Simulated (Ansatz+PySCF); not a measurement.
# Stretching singlet F2

The F–F distance is varied.

Basis set: STO-3G (spherical functions). Correlated methods keep 2 orbitals frozen. Charge 0, multiplicity 1.

Computed with Ansatz (development build ahead of 0.2.0) and PySCF 2.14.0, each point on the determinant that the search for low states chose. Each curve is measured from its own lowest point listed. The PBE0 (unrestricted) curve may step between solutions.

| r(F–F) (Å) | RHF (eV) | UHF-MP2 (eV) | PBE0 (unrestricted) (eV) |
| --- | --- | --- | --- |
| 1.239 | 0.325 | 0.505 | 0.581 |
| 1.308 | 0.000 | 0.000 | 0.000 |
| 1.445 | 0.650 | 0.808 | 0.107 |
| 1.583 | 2.120 | 1.183 | 1.039 |
| 1.652 | 2.952 | 1.237 | 1.580 |
| 1.721 | 3.788 | 1.263 | 1.989 |
| 1.789 | 4.602 | 1.277 | 2.291 |
| 1.927 | 6.103 | 1.297 | 2.684 |
| 1.996 | 6.776 | 1.306 | 2.810 |
| 2.065 | 7.392 | 1.315 | 2.904 |
| 2.134 | 7.949 | 1.322 | 2.974 |
| 2.271 | 8.893 | 1.332 | 3.059 |
| 2.340 | 9.283 | 1.332 | 3.083 |
| 2.409 | 9.625 | 1.332 | 3.099 |
| 2.478 | 9.922 | 1.330 | 3.109 |
| 2.615 | 10.402 | 1.329 | 3.119 |
| 2.684 | 10.595 | 1.329 | 3.123 |
| 2.753 | 10.761 | 1.329 | 3.125 |
| 2.822 | 10.906 | 1.330 | 3.127 |
| 2.959 | 11.142 | 1.330 | 3.130 |
| 3.028 | 11.239 | 1.331 | 3.130 |
| 3.097 | 11.326 | 1.331 | 3.131 |
| 3.166 | 11.403 | 1.331 | 3.131 |
| 3.303 | 11.535 | 1.332 | 3.132 |
| 3.372 | 11.592 | 1.332 | 3.132 |
| 3.441 | 11.646 | 1.332 | 3.132 |

Q: Give the PBE0 (restricted) curve at the same distances.

A: (r (Å), E (eV)): (1.239, 0.581), (1.308, 0.000), (1.445, 0.107), (1.583, 1.039), (1.652, 1.615), (1.721, 2.206), (1.789, 2.787), (1.927, 3.869), (1.996, 4.355), (2.065, 4.799), (2.134, 5.200), (2.271, 5.872), (2.340, 6.146), (2.409, 6.382), (2.478, 6.584), (2.615, 6.899), (2.684, 7.020), (2.753, 7.121), (2.822, 7.206), (2.959, 7.334), (3.028, 7.383), (3.097, 7.423), (3.166, 7.457), (3.303, 7.511), (3.372, 7.532), (3.441, 7.550)

Caution for RHF at some points, PBE0 (restricted) at some points: an unrestricted determinant lies well below. Caution for UHF-MP2 at some points: large amplitudes, a single reference is doubtful; the determinant may break the point group; another reference gives a lower total; the determinant breaks the point group. Caution for UHF-MP2 at some points, PBE0 (unrestricted) at some points: the unrestricted determinant is a mixture of spin states.
